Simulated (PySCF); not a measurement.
Basis-set dependence of MgH at CCSD(T)

PySCF, UHF reference; doublet, unpaired electrons σ ↑; De to Mg + H without counterpoise correction. Frozen cores follow the default of each basis and core potential.

```json
{"basis": "6-31G(d,p)", "relativity": "no relativity", "functions": "23", "Re (Å)": "1.748", "ωe (cm⁻¹)": "1476", "De (eV)": "1.15", "frozen orbitals": "1"}
{"basis": "pcseg-2", "relativity": "no relativity", "functions": "33", "Re (Å)": "1.740", "ωe (cm⁻¹)": "1501", "De (eV)": "1.32", "frozen orbitals": "1"}
{"basis": "cc-pVTZ", "relativity": "no relativity", "functions": "48", "Re (Å)": "1.734", "ωe (cm⁻¹)": "1542", "De (eV)": "1.39", "frozen orbitals": "1"}
```

Q: How does each smaller set differ from the one with most functions, cc-pVTZ?

A: 6-31G(d,p): +1.4 pm, -4.3 % in ωe, -0.24 eV in De; pcseg-2: +0.6 pm, -2.7 % in ωe, -0.07 eV in De. All at CCSD(T); the set with most functions is neither the basis-set limit nor always the best.

Measured (Huber and Herzberg, Constants of Diatomic Molecules (1979)): Re = 1.7297 Å, ωe = 1495.2 cm⁻¹. Correlated steps freeze 1 core orbital. Correlated levels converge slowly with the basis: in double zeta they bind strong bonds too weakly, by up to about 1 eV, and carry superposition errors of some tenths. The state was picked by a PBE0 search and need not be the measured ground state.
